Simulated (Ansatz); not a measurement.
**AlCO (sextet): wave-function methods side by side, cc-pVDZ**

One table from this session's results is given with a row withheld; the runs are named, their logs left out.

Computed with Ansatz 0.2.0, Gaussian basis. Level: cc-pVDZ, core rule «outside noble gas», up to 7 orbitals frozen.

The runs, in order: UHF; CCSD(T) on ROHF; CCSD(T) on UHF; BCCD(T) on ROHF; CISD; CCSDT(Q) on ROHF; CCSDT(Q) on UHF.

28 further runs of the same task are left out: 10 for a known fault of the program, 8 that didn't finish, 10 set aside as unsound or not needed.

### What is computed

The geometry is a PBE0/def2-TZVP stationary point (not a proven minimum) of the parent state, kept for this charge and spin.

3 atoms, charge 0, spin multiplicity 6.

Atoms are counted from 1 here; the program's logs count them from 0.

Bond lengths: C1–Al2 1.893 Å, Al2–O3 1.598 Å. Angles: C1–Al2–O3 180.0°.

Set-up of the first run:

in.yaml reads:

```yaml
crystal:
  periodic: [false, false, false]
  atoms:
    - {symbol: C, position_ang: [0.000000, 0.000000, 1.794300]}
    - {symbol: Al, position_ang: [0.000000, 0.000000, -0.098300]}
    - {symbol: O, position_ang: [0.000000, 0.000000, -1.696000]}
basis:
  gaussian: {orbitals: cc-pVDZ}
magnetization: {spin_polarized: true, initial_magnetization: 5}
hamiltonian: {xc: hf}
output: {orbitals: {seedname: orbitals}}
```

The run is started by

```console
> ansatz run in.yaml --threads 1 --pin off --events-out ev --progress --plain --max-ram 2393MiB
```

Among the steps run: UHF; CCSD(T) on ROHF; CCSD(T) on UHF; BCCD(T) on ROHF; CISD; CCSDT(Q) on ROHF; CCSDT(Q) on UHF.

One table of the session follows, with a row left open; its other results are not shown here.

```
   method  from UCCSDT(Q) (meV)
     ROHF                     ?
      UHF               +7580.4
     RMP2               +1090.8
     UMP2               +1100.1
     CISD                +747.5
    RCCSD                +239.3
    UCCSD                +234.7
 RCCSD(T)                 +52.9
 UCCSD(T)                 +51.7
  BCCD(T)                 +53.3
   RCCSDT                 +18.1
   UCCSDT                 +16.0
RCCSDT(Q)                  +4.1
UCCSDT(Q)                     0
```

Q: Estimate the row for ROHF from the others.

As computed: from UCCSDT(Q) (meV): +7738.9. In the column «from UCCSDT(Q) (meV)» it is the highest.

Limits of these values: Restricted and unrestricted rows rest on different reference determinants; where their highest levels disagree by more than a few hundredths of an eV, they describe different states and don't form one ladder.
